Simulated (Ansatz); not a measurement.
The input, for Ansatz 0.2.0:

```yaml
crystal:
  periodic: [false, false, false]
  atoms:
    - {symbol: C, position_ang: [0.000000, 0.000000, 0.000000]}
    - {symbol: H, position_ang: [0.000000, 0.000000, 2.060000]}
basis:
  gaussian: {orbitals: def2-mTZVP, fitting: {mean_field: def2-universal-jkfit}}
magnetization: {spin_polarized: false, initial_magnetization: 3}
correlation: {active_space: {window: {electrons: 5, orbitals: 9}}}
```

```sh
$ ansatz run in.yaml --threads 1 --pin off --events-out ev --progress --plain --max-ram 2393MiB
```

Output:

```
93 factors; integrals over basis functions are off by at most 1.1e0 eV
mean field evaluation 1: about -1037.6170 eV, gradient 7.9e0 eV
mean field evaluation 2: about -1038.9149 eV, gradient 3.4e0 eV
mean field evaluation 4: about -1039.1553 eV, gradient 3.5e-1 eV
mean field evaluation 8: about -1036.8273 eV, gradient 1.0e1 eV
mean field evaluation 16: about -1039.1534 eV, gradient 2.2e-1 eV
mean field evaluation 32: about -1038.4148 eV, gradient 7.3e-6 eV
mean field -1039.15676692 eV, -38.1883068187 hartree, gradient 1.2e-6 eV, S^2 3.750000; 7 other end points of the search recorded, 0 dependent functions left out
reference -1039.15676692 eV, -38.1883068187 hartree; 5, 2 occupied and 17, 20 virtual orbitals, 93 factors
state -1040.62435534 eV, -38.2422396981 hartree
Total energy: -1040.62435534 eV, -38.2422396981 hartree
```

Ran on 1 thread of INTEL XEON PLATINUM 8581C, shared host: 2.9 s wall, 0.19 GiB peak host memory.
